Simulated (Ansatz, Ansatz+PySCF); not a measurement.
```yaml
atoms:
  - { symbol: Li, position_ang: [0.0398, -0.0278, -1.5007] }
  - { symbol: O, position_ang: [-0.0384, 0.0300, 0.3175] }
  - { symbol: H, position_ang: [0.0326, 0.7901, 0.8875] }
  - { symbol: H, position_ang: [-0.0280, -0.8049, 0.8990] }
```

RHF on singlet LiH₂O(+) was run in several spherical basis sets with Ansatz (development build ahead of 0.2.0).

(1) Rank the basis sets by the total energy that they give, lowest first, with the distance from the lowest.
A. def2-TZVP
B. cc-pVDZ
C. aug-cc-pVDZ
D. 6-31G
E. cc-pVTZ
F. 6-31G(d)
G. def2-SVP
H. STO-3G

Results:

(1) A (0.00 eV), E (0.03 eV), C (0.55 eV), B (0.70 eV), F (1.23 eV), D (1.57 eV), G (2.58 eV), H (30.71 eV).

Totals follow the description of the cores as much as that of the bonds, so this order isn't one of quality for chemistry.
